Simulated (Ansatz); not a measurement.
AlH3O, SMILES [OH][AlH2], a rigid torsion scan

Run with Ansatz's Python interface.

The script, `alh3o_torsion.py`:
```python
"""Rigid torsion scan of AlH3O."""

import logging
import sys

import ansatz
from ase import Atoms

logging.basicConfig(stream=sys.stdout, format="[%(levelname)s] %(message)s")
log = logging.getLogger("ansatz_job")
log.setLevel(logging.INFO)


def main() -> None:
    atoms = Atoms(["O", "Al", "H", "H", "H"], positions=[
        (0.978, -1.0187, 0.3263),
        (-0.1572, 0.3724, -0.2973),
        (0.4059, -1.3538, 1.0713),
        (-1.1865, 0.08, -1.4096),
        (0.0098, 1.8465, 0.2678),
    ])

    # relax first, so that the scan starts from a minimum
    first = (
        ansatz.Crystal.molecule_from_ase(atoms).calculation()
        .basis(gaussian="def2-SVP")
        .functional("hf")
        .accuracy("medium")
        .scf(lower_state_search="standard")
        .relax(force_tolerance=0.02, max_steps=80)
    )
    atoms.positions = first.run(threads=1).report["positions_ang"]

    start = atoms.get_dihedral(3, 1, 0, 2)
    energies = {}
    for turn in range(0, 360, 30):
        turned = atoms.copy()
        turned.set_dihedral(3, 1, 0, 2, start + turn, indices=[0, 2])
        base = (
            ansatz.Crystal.molecule_from_ase(turned).calculation()
            .basis(gaussian="def2-SVP")
            .functional("hf")
            .accuracy("medium")
            .scf(lower_state_search="standard")
        )
        energies[round((start + turn) % 360)] = base.run(threads=1).report["free_energy_ev"]
    floor = min(energies.values())
    log.info("dihedral H3-Al1-O0-H2 (deg)   E - E(min) (kcal/mol)")
    for angle, e in sorted(energies.items()):
        log.info(f"{angle:8d} {23.060548 * (e - floor):14.3f}  " + "#" * int(30 * (e - floor) / max(max(energies.values()) - floor, 1e-9)))


if __name__ == "__main__":
    main()
```

```console
$ python alh3o_torsion.py
[INFO] dihedral H3-Al1-O0-H2 (deg)   E - E(min) (kcal/mol)
[INFO]        0          0.000
[INFO]       30          0.781  #######
[INFO]       60          2.377  ######################
[INFO]       90          3.224  #############################
[INFO]      120          2.492  #######################
[INFO]      150          0.978  #########
[INFO]      180          0.228  ##
[INFO]      210          0.979  #########
[INFO]      240          2.493  #######################
[INFO]      270          3.224  ##############################
[INFO]      300          2.377  ######################
[INFO]      330          0.781  #######
```

Reading the output:
- The settings weren't tested for convergence.
- The scan is rigid and the energies are electronic, in a modest basis. With rigid groups the curve can differ much from the relaxed path, the start wasn't checked as a minimum of this torsion, and equivalent turns needn't return to the same energy.
- Finished in 4.5 s on 1 thread of Intel(R) Xeon(R) Processor @ 2.30GHz, on a shared host, peak memory 0.21 GiB.
